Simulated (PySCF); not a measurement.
# Spin states of OH

Unrestricted PBE0; PySCF, no relativity, basis sets H def2-TZVPPD, O def2-TZVPPD. Outer shells of the fragments: H 1s1; O 2s2 2p4.

Followed along the bond (rough minima from three points):

| 2Ms+1 | unpaired | ⟨S²⟩ at the start | R at minimum (Å) | Te (eV) |
| --- | --- | --- | --- | --- |
| 2 | π ↑ | 0.75 | 0.97 | 0.00 |
| 4 | σ ↑, π ↑↑ | 3.75 | none in the scan | ≤ 6.84 |

Solutions found at the starting distance of 0.920 Å, counted from the lowest of them; the search is not exhaustive and high or unbound solutions are not listed, so other states can lie among these:

```csv
2Ms+1,unpaired,term,E (eV),⟨S²⟩,⟨Lz²⟩,μ (D)
2,π ↑,²Π,0.00,0.75,1.01,-1.62
4,"σ ↑, π ↑↑",⁴Σ⁻,7.93,3.75,0.00,2.99
```

A term symbol is given only where ⟨S²⟩ and ⟨Lz²⟩ are close to those of a pure state; real π, δ and φ orbitals otherwise mix terms. A positive dipole means H(−)O(+).

Counting both spins, an empty level lies below a filled one in some of these solutions, because spin and occupation are held.
